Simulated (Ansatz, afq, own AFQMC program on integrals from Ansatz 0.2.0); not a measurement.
Two steps: Ansatz 0.2.0 writes the Fock matrix and Cholesky factors of the valence space, and afq projects on them the lowest state that overlaps trial and start.

```yaml
crystal:
  periodic: [false, false, false]
  atoms:
    - {symbol: B, position_ang: [0.000000, -0.331087, 3.122209]}
    - {symbol: Br, position_ang: [0.000000, 0.032905, -0.460348]}
    - {symbol: H, position_ang: [0.000000, 0.942674, 3.005559]}
basis:
  gaussian: {orbitals: cc-pVDZ}
magnetization: {spin_polarized: true, initial_magnetization: 3}
correlation: {method: ccsd_t, electrons: outside_noble_gas, hamiltonian_folder: ham}
```

```sh
$ ansatz run in.yaml --threads 1 --pin off --events-out ev --progress --plain --max-ram 1382MiB
```

afq runs on the folder ham with

```
--method phaseless --trial hf --walkers 120 --populations 1 --least-time 40 --time-step 0.005 --steps-per-block 20 --equilibration-blocks 160 --max-blocks 600 --target-error 0.002400 --factor-cut 1e-05 --start spin_pure --seed 7221 --taylor-order 6
```

Times are imaginary, in 1/Eh. The walk had a cap of 766 s. Filled inner d shells are frozen with the cores.

afq prints:

```
orbitals 31  electrons 7 4  factors 203 of 493
reference energy -2597.47764252 Eh
CCSD correlation -0.16404155 Eh in 13 cycles, weight of the determinant in the CISD state 0.9126
energy of the start -2597.477710 Eh
 block  time / (1/Eh)  mean weight  energy / Eh
     1     0.100  1.0009  -2597.509239
     2     0.200  1.0003  -2597.532561
     3     0.300  1.0019  -2597.556704
     4     0.400  1.0009  -2597.575582
     5     0.500  1.0022  -2597.580538
     9     0.900  1.0009  -2597.621028
    43     4.300  1.0014  -2597.651441
    99     9.900  1.0003  -2597.633718
   155    15.500  1.0008  -2597.672929
   211    21.100  0.9987  -2597.655368
   267    26.700  0.9976  -2597.647041
   323    32.300  1.0003  -2597.642466
   379    37.900  0.9980  -2597.652255
   393    39.300  1.0004  -2597.630158
   435    43.500  1.0009  -2597.654130
   491    49.100  1.0003  -2597.636921
   547    54.700  1.0007  -2597.659739
blocks merged  error / Eh  count
     1  0.000516  400
     2  0.000669  200
     4  0.000872  100
     8  0.001080  50
    16  0.001285  25
    32  0.001134  12
energy -2597.645968 +/- 0.001285 Eh
(rows thinned)
```

The run passed its tests (sampling time, drift between the halves within three errors, error under three times the target), which doesn't prove that it has relaxed.

Against this walk (error 35.0 meV) on the same determinant: CCSD(T) 64.9 meV higher (within the noise), CCSDT(Q) 41.4 meV higher (within the noise), a separate phaseless walk with a CISD trial and standard settings 44.7 ± 35.8 meV higher (within the noise). The error is statistical and leaves out the bias of the constraint.

Cautions: constraint bias not in the error; no relativity below Rb; no spin-orbit coupling; inner d shell frozen; lower spins were not checked.

The walk took 86 s on 1 thread of AMD EPYC 9R14 (Zen 4), on a shared host. The log's last line is the phaseless energy.

CCSDT and higher add their correlation energy to the determinant of the CCSD(T) run, since their own runs factorise the integrals more tightly (a shift of under 2 meV). A walk keeps the symmetry of its determinant, which the program's search chose and which needn't be the lowest solution, so a lower state of the same spin and another symmetry isn't excluded.
